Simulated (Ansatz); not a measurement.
# Band gap of hexagonal BN: levels of theory against measurement

Reference value: 6.43 eV (measured, zero-temperature vibrational correction of 0.35 eV (computed, DFT) added back here, VBM→CBM, indirect; inputs from Hunt et al. (2020), arXiv:2003.06608).

```tsv
level (code)	value (eV)	cell (Å³/atom)	error (eV)
PBE (Ansatz)	4.24 (indirect)	9.13	-2.19
PBE-D3(BJ) (Ansatz)	4.23	9.00	-2.20
r²SCAN (Ansatz)	4.79 (indirect)	9.13	-1.64
r²SCAN0 (Ansatz)	6.65 (indirect)	9.13	+0.22
Hartree–Fock (Ansatz)	13.12 (indirect)	9.13	+6.69
```

Closest of the ranked levels: r²SCAN0 (+0.22 eV). Among them Hartree–Fock (+6.69 eV) misses by most. Of the ranked levels only r²SCAN0 lands within 0.5 eV.

Density-functional gaps are differences of (generalised) Kohn–Sham levels of a static lattice; semilocal ones lie below quasiparticle gaps as a rule. Measured gaps hold zero-point and thermal shifts unless a correction is named.  PBE-D3(BJ): the gap is read on the k mesh or supercell of the run alone and can be too large. Values are at the measured cell; PBE-D3(BJ) at the level's own relaxed cell. Cutoffs and k meshes differ between the levels. Ansatz's density-functional and Hartree–Fock values are scalar-relativistic unless marked +SOC, with PAW data made under PBE.

Differences are worked out from the printed values.

Ansatz is a quantum-chemistry and plane-wave program.
